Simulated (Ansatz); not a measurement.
Gas-phase electronic energies from Ansatz, PBE0-D4/def2-TZVP geometries. CBS: MP2 limit from def2 TZ/QZ plus the TZ coupled-cluster correction, frozen cores. This one scheme is used for every species. Functionals use def2-TZVPP. HSE06 is defined as in plane-wave codes. Each species was taken in one conformer, which may not be the lowest.

Reaction (hydrogenolysis of a C–Cl bond): `COC(=N)Cl` + H₂ → `COC=N` + HCl

Question: Is it downhill or uphill in electronic energy at CCSD(T)/CBS, and by how much? (Estimate.)

Answer: The calculation gave: Downhill: ΔE = -0.95 eV.

Question: What do these levels give: r2SCAN-D4, PBE-QIDH, r2SCANh, HSE06, MP2/def2-SVP, CCSD/def2-TZVPP? (Best estimate.)

Answer: Computed: r2SCAN-D4 -0.83, PBE-QIDH -0.94, r2SCANh -0.87, HSE06 -0.92, MP2/def2-SVP -0.94, CCSD/def2-TZVPP -1.03 eV.

Largest T1 diagnostic among the species: 0.014.

From r2SCAN to r2SCAN0 (25 % exact exchange), in def2-TZVPP and without D4, ΔE moves by −0.08 eV. The D4 term adds +0.08 eV with B3LYP and +0.04 eV with PBE0; it sums over pairs of atoms, weighted by their polarisabilities, and B3LYP, whose exchange is more repulsive, gets the larger term. In def2-TZVPP, CCSD(T) changes the Hartree–Fock value by +0.24 eV (the triples alone add +0.07 eV) and MP2 by +0.31 eV.

B3LYP here is the variant with VWN-RPA as its local correlation; programs differ in this.
